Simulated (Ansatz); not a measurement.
Reaction: C3H8 (SMILES CCC) → C3H7 (SMILES C[CH]C, doublet) + H (doublet) (the C-H bond breaks)
Each species at its own B3LYP-D3(BJ)/def2-TZVP minimum (Ansatz, an electronic-structure program).

Property: bond dissociation energy (electronic), in kcal/mol. UHF or UKS for unpaired electrons; spin-orbit terms are left out. CBS(X,Y): correlation extrapolated as X^-3, Hartree-Fock from the larger set. A bracket is a step between two methods taken in the basis named. Functionals run without relativity, which enters their misses. Double hybrids freeze cores in their MP2 part. 'core' is core correlation in cc-pwCVTZ, 'X2C' scalar relativity in cc-pVTZ-DK, both at CCSD(T). For partners of very few electrons the exact lower level stands in for a higher one.

CCSD(T)/CBS(cc-pVTZ,cc-pVQZ) + [CCSDT(Q) - CCSD(T)]/cc-pVDZ + core + X2C (Ansatz) gives 106.4 kcal/mol.

Q: How far off this value is PBE/def2-TZVPD (Ansatz), in which direction, and which of these levels come nearer: r2SCAN/def2-TZVPD, B3LYP/def2-TZVPD, PBE0/def2-TZVPD, wB97M-V/def2-TZVPD, B2PLYP/def2-TZVPD, CCSD(T)/CBS(cc-pVTZ,cc-pVQZ) + core + X2C?

A: PBE gives 100.4 kcal/mol, 6.0 kcal/mol below it. Differences of the others: r2SCAN/def2-TZVPD (Ansatz) -7.0; B3LYP/def2-TZVPD (Ansatz) -4.0; PBE0/def2-TZVPD (Ansatz) -5.5; wB97M-V/def2-TZVPD (Ansatz) -1.2; B2PLYP/def2-TZVPD (Ansatz) -3.3; CCSD(T)/CBS(cc-pVTZ,cc-pVQZ) + core + X2C (Ansatz) 0.1 kcal/mol. Nearer than PBE: B3LYP/def2-TZVPD, PBE0/def2-TZVPD, wB97M-V/def2-TZVPD, B2PLYP/def2-TZVPD, CCSD(T)/CBS(cc-pVTZ,cc-pVQZ) + core + X2C.
